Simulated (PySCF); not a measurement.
Isomers of C2H6Si, mass 58.024 u with the commonest isotopes. Theory: PBE0-D3(BJ)/def2-SVP geometry optimisation, gas phase in PySCF 2.14.0. One conformer each, none proved a minimum here; rigid rotors.

Task: Order these by rotational constant B, smallest first.
A. vinylsilane, `C=C[SiH3]`
B. `C1C[SiH2]1`
C. SiMe2 (`[Si](C)C`)

Result: A (5212 MHz), C (7026 MHz), B (9169 MHz).

Task: Order these by dipole moment, largest first.
A. SiMe2 (`C[Si]C`)
B. `C1[SiH2]C1`
C. `C=C[SiH3]` (vinylsilane)

Result: A (1.48 D), C (0.74 D), B (0.07 D).

Task: Order these by rotational constant A, smallest first.
A. `C1C[SiH2]1`
B. vinylsilane, `C=C[SiH3]`
C. SiMe2 (`C[Si]C`)

Result: C (16651 MHz), A (18653 MHz), B (34071 MHz).

```
    SMILES  point group  Ia (u·Å²)  Ib (u·Å²)  Ic (u·Å²)      κ  μa (D)  μb (D)  μc (D)
C1C[SiH2]1          C2v      27.09      55.12      69.19  -0.67    0.07    0.00    0.00
 C=C[SiH3]      near Cs      14.83      96.96     105.93  -0.97    0.73    0.12    0.00
    C[Si]C     near C2v      30.35      71.93      96.00  -0.69    0.00    1.48    0.00
```
